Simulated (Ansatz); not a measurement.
# BHLYP/aug-cc-pVTZ run of [SiH3]+ (SMILES [SiH3+])

Aim: the vertical ionisation energy of [SiH3]+ at BHLYP/aug-cc-pVTZ, from 2 runs. 

The calculation is run with Ansatz 0.2.0.

1 further run of the same task is left out (it didn't finish).

## (1) Starting point

[SiH3]+ has 4 atoms, charge +1, and is taken as a singlet. As SMILES, `[SiH3+]`. The coordinates come from a PBE0-D4/def2-TZVP relaxation.

Bond lengths: Si1–H2 1.472 Å, Si1–H3 1.472 Å, Si1–H4 1.472 Å. Angles: H2–Si1–H3 120.0°, H2–Si1–H4 120.0°, H3–Si1–H4 120.0°.

## (2) The energy at BHLYP/aug-cc-pVTZ

File molecule.yaml:

```yaml
crystal:
  periodic: [false, false, false]
  atoms:
    - {symbol: Si, position_ang: [-0.000000, -0.000000, 0.000000]}
    - {symbol: H, position_ang: [0.686900, 0.675400, 1.113000]}
    - {symbol: H, position_ang: [-0.118400, -1.467200, -0.009900]}
    - {symbol: H, position_ang: [-0.568500, 0.791700, -1.103100]}
basis:
  gaussian: {orbitals: aug-cc-pVTZ}
total_charge: 1
hamiltonian: {xc: {name: BHLYP}}
accuracy: high
output: {orbitals: {seedname: orbitals}}
```

Run with:

```console
$ ansatz run molecule.yaml --threads 1 --pin off --max-ram 3480MiB --events-out events.jsonl --progress --plain --runs-dir runs
```

The log of the run:

```text
Warning: RAYON_NUM_THREADS=1 ignored (pool sized by the plan → 1); use --threads N
Functional definition: BHLYP
  name "BHLYP"
  parameter a = 0.5
  exchange = (1 - a)*b88_x + a*exact_x
  correlation = lyp_c
1784 factors; integrals over basis functions are off by at most 3.7e-9 eV
mean field evaluation 1: about -7916.8092 eV, gradient 8.3e0 eV
mean field evaluation 2: about -7916.9926 eV, gradient 1.7e0 eV
mean field evaluation 4: about -7916.9976 eV, gradient 4.9e-1 eV
mean field evaluation 8: about -7916.9995 eV, gradient 4.9e-3 eV
mean field evaluation 16: about -7916.9995 eV, gradient 2.2e-8 eV
mean field -7916.99951259 eV, -290.9443657527 hartree, gradient 2.2e-8 eV, S^2 0.000000; 0 other end points of the search recorded, 0 dependent functions left out
reference -7916.99953563 eV, -290.9443665993 hartree; 8, 8 occupied and 111, 111 virtual orbitals, 1784 factors
Total energy: -7916.99953563 eV, -290.9443665993 hartree
```

Run time: 5.4 s. Hardware: 1 thread of Arm Neoverse V1, shared host; peak memory 0.28 GiB.

## (3) Doublet [SiH3]2+

File job.yaml:

```yaml
crystal:
  periodic: [false, false, false]
  atoms:
    - {symbol: Si, position_ang: [-0.000000, -0.000000, 0.000000]}
    - {symbol: H, position_ang: [0.686900, 0.675400, 1.113000]}
    - {symbol: H, position_ang: [-0.118400, -1.467200, -0.009900]}
    - {symbol: H, position_ang: [-0.568500, 0.791700, -1.103100]}
basis:
  gaussian:
    orbitals: aug-cc-pVTZ
hamiltonian:
  xc: {name: BHLYP}
total_charge: 2
magnetization:
  spin_polarized: true
  initial_magnetization: 1
output: {orbitals: {seedname: orbitals}}
accuracy: high
```

Run with:

```console
$ ansatz run job.yaml --threads 1 --pin off --max-ram 3480MiB --events-out events.jsonl --progress --plain --runs-dir runs
```

The log of the run:

```text
Warning: RAYON_NUM_THREADS=1 ignored (pool sized by the plan → 1); use --threads N
Functional definition: BHLYP
  name "BHLYP"
  parameter a = 0.5
  exchange = (1 - a)*b88_x + a*exact_x
  correlation = lyp_c
1784 factors; integrals over basis functions are off by at most 3.7e-9 eV
mean field evaluation 1: about -7895.7474 eV, gradient 8.0e0 eV
mean field evaluation 2: about -7896.1765 eV, gradient 2.6e0 eV
mean field evaluation 4: about -7896.2307 eV, gradient 2.1e-1 eV
mean field evaluation 8: about -7896.2330 eV, gradient 1.9e-2 eV
mean field evaluation 16: about -7896.2400 eV, gradient 3.0e-1 eV
mean field evaluation 32: about -7896.2423 eV, gradient 2.6e-1 eV
mean field -7896.25208950 eV, -290.1819120171 hartree, gradient 2.8e-8 eV, S^2 0.778582; 2 other end points of the search recorded, 0 dependent functions left out
reference -7896.25211102 eV, -290.1819128079 hartree; 8, 7 occupied and 111, 112 virtual orbitals, 1784 factors
Total energy: -7896.25211102 eV, -290.1819128079 hartree
```

Wall time 30 s (1 thread of Arm Neoverse V1, shared host); peak memory 0.36 GiB.

## (4) What came out

At BHLYP/aug-cc-pVTZ:

```
                                            quantity          value
                       singlet [SiH3]+: total energy  -290.94437 Eh
                        singlet [SiH3]+: HOMO energy      -19.00 eV
                        singlet [SiH3]+: LUMO energy       -9.21 eV
                      singlet [SiH3]+: HOMO–LUMO gap        9.79 eV
                      doublet [SiH3]2+: total energy  -290.18191 Eh
doublet [SiH3]2+: HOMO energy (highest over α and β)      -26.54 eV
 doublet [SiH3]2+: LUMO energy (lowest over α and β)      -22.51 eV
                              doublet [SiH3]2+: ⟨S²⟩          0.779
vertical ionisation energy (to the doublet dication)      20.747 eV
```

In words: Removing an electron at fixed nuclei costs 20.75 eV (2002 kJ/mol). The negative HOMO energy of the first species, 19.00 eV, lies 1.74 eV below that difference.
